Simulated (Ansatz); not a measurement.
Barrier H + CH3F (SMILES CF) via CH4F, on the benchmark's geometries as Psi4's copy gives them; open shells unrestricted, no zero-point energy, no spin–orbit coupling.
Transition structure (charge 0, multiplicity 2):
```xyz
6

H     -0.03976     0.00000     0.04411
F     -0.04932     0.00000     1.28255
C     -0.06154     0.00000     2.95116
H      0.99050     0.00000     3.19428
H     -0.59007     0.91236     3.18348
H     -0.59007    -0.91236     3.18348
```

Correlated levels freeze the cores. MP2 and its Hartree–Fock in aug-cc-pVQZ are density fitted.

The values were computed with Ansatz (a quantum-chemistry and plane-wave program). Values without a source in brackets are computed.

The barrier height is − E(H) − E(CH3F) + E(TS). Total energies (hartree):

```tsv
level	H	CH3F	TS
HF/aug-cc-pVTZ	-0.4998212	-139.0975091	-139.5225337
MP2/aug-cc-pVTZ	-0.4998212	-139.5414994	-139.9853447
HF/aug-cc-pVQZ	-0.4999483	-139.1069493	-139.5318783
MP2/aug-cc-pVQZ	-0.4999483	-139.5811208	-140.0247011
CCSD(T)/aug-cc-pVTZ	-0.4998212	-139.5712455	-140.0234974
```

Task: Work out the barrier height at the basis-set limit: extrapolate the MP2 correlation part as X⁻³, take Hartree–Fock from the larger set, and add the CCSD(T) − MP2 difference of aug-cc-pVTZ.

Result: 
1. Differences (1 hartree = 627.509 kcal/mol): HF/aug-cc-pVTZ 46.936; MP2/aug-cc-pVTZ 35.125; HF/aug-cc-pVQZ 47.075; MP2/aug-cc-pVQZ 35.371; CCSD(T)/aug-cc-pVTZ 29.850.
2. Correlation parts, MP2 less HF: -11.810 in aug-cc-pVTZ (X = 3), -11.704 in aug-cc-pVQZ (X = 4).
3. Limit (4³·(-11.704) − 3³·(-11.810))/(4³ − 3³) = -11.626; with HF/aug-cc-pVQZ it gives 35.449.
4. CCSD(T) less MP2 in aug-cc-pVTZ: -5.275.
Result: 30.17 kcal/mol, against 35.13 at MP2/aug-cc-pVTZ. It is an estimate of this method's limit, not of the exact value.
